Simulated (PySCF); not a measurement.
How good is the calculation?

Molfile (atoms numbered from 1):
```
CCl4
     RDKit          3D

  5  4  0  0  0  0  0  0  0  0999 V2000
    1.4157    0.8913    0.5545 Cl  0  0  0  0  0  0  0  0  0  0  0  0
    0.0072   -0.0074   -0.0072 C   0  0  0  0  0  0  0  0  0  0  0  0
    0.4994   -1.1582   -1.2484 Cl  0  0  0  0  0  0  0  0  0  0  0  0
   -1.1744    1.1142   -0.6835 Cl  0  0  0  0  0  0  0  0  0  0  0  0
   -0.7141   -0.8755    1.3471 Cl  0  0  0  0  0  0  0  0  0  0  0  0
  1  2  1  0
  2  3  1  0
  2  4  1  0
  2  5  1  0
M  END
```

- coordinates at the PBE0-D3(BJ)/def2-TZVP level
- shielding tensors at B97-2/pcSseg-2 (GIAO)
- program: PySCF
- gas phase, non-relativistic Hamiltonian, averaged over atoms made equivalent by symmetry, fast rotation or ring inversion, one computed conformer

Reference values: measured (solution, TFE-d3, 298 K; Fulmer et al., Organometallics 2010, 29, 2176).
```csv
atoms,quantity,reference,computed,"computed, scaled"
C2,δ ¹³C,97.7,137.7,109.5
```

Reference values: measured (solution, C6D5Cl, 298 K; Fulmer et al., Organometallics 2010, 29, 2176).
```tsv
atoms	quantity	reference	computed	computed, scaled
C2	δ ¹³C	96.4	137.7	109.5
```

Reference values: measured (solution, D2O, 298 K; Fulmer et al., Organometallics 2010, 29, 2176).
```json
{"atoms": "C2", "quantity": "δ ¹³C", "reference": "96.7", "computed": "137.7", "computed, scaled": "109.5"}
```

Reference values: measured (solution, DMSO-d6, 298 K; Fulmer et al., Organometallics 2010, 29, 2176).
| atoms | quantity | reference | computed | computed, scaled |
| --- | --- | --- | --- | --- |
| C2 | δ ¹³C | 95.4 | 137.7 | 109.5 |

Reference values: measured (solution, THF-d8, 298 K; Fulmer et al., Organometallics 2010, 29, 2176).
```tsv
atoms	quantity	reference	computed	computed, scaled
C2	δ ¹³C	96.9	137.7	109.5
```

Reference values: measured (solution, CD3OD, 298 K; Fulmer et al., Organometallics 2010, 29, 2176).
```
atoms  quantity  reference  computed  computed, scaled
   C2     δ ¹³C       97.2     137.7             109.5
```

Computed shifts are σ(ref) − σ with the named reference compound (TMS for H and C) calculated as an isolated molecule at the same level. The measured values may be among those fitted. Empirical linear scaling, fitted to shifts measured mostly in CDCl3 for H and C (δ vs TMS): ¹³C (scatter 2.0 ppm rms, 2.1 ppm with the 3 outliers that the fit left out, with a fitted term for attached Cl). A few per cent of atoms miss by over 2 rms, more outside the fitted compound classes.

Q: How far are the unscaled ¹³C shifts from the references?

A: Mean signed difference +40.98 ppm, mean absolute 40.98 ppm over 6 comparisons; the largest is +42.3 ppm at C2 (fully substituted sp3 carbon bonded to 4 Cl).

6 of the 13 published NMR values on file for this molecule are compared. The rest: values from further sources or solvents.

Carbons that carry Cl, above all several Cl atoms, come out too deshielded, partly because spin–orbit coupling is missing.
